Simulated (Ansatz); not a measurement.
## Ansatz (development build ahead of 0.2.0) run

```yaml
crystal:
  periodic: [false, false, false]
  atoms:
    - { symbol: C, position_ang: [-0.21173, 0.02918, -0.39423] }
    - { symbol: C, position_ang: [-0.97643, -0.3411, 0.70929] }
    - { symbol: C, position_ang: [1.15807, 0.27877, -0.36421] }
    - { symbol: H, position_ang: [-0.72071, 0.13059, -1.34776] }
    - { symbol: H, position_ang: [-2.03936, -0.52169, 0.62037] }
    - { symbol: H, position_ang: [-0.52865, -0.45917, 1.68881] }
    - { symbol: H, position_ang: [1.69635, 0.56332, -1.25841] }
    - { symbol: H, position_ang: [1.72413, 0.19499, 0.55578] }
basis:
  gaussian: { orbitals: def2-SVP }
magnetization:
  spin_polarized: true
  initial_magnetization: 1
hamiltonian:
  xc: hf
output:
  forces: true
```

The input is written out in the form of the current development build from the run's settings.

Results

```
Converged                       : yes
Total energy                    : -116.38618 hartree
Spin squared of the determinant : 0.969
Stability test                  : minimum
```

Forces (eV/Å):
```
atom      Fx     Fy      Fz
  C1   0.000  0.000   0.000
  C2   0.000  0.000   0.000
  C3  -0.001  0.000   0.000
  H4   0.000  0.000   0.000
  H5   0.000  0.001   0.000
  H6   0.000  0.000  -0.001
  H7   0.000  0.000   0.000
  H8   0.000  0.000   0.000
```

Caution: the unrestricted determinant is spin contaminated.
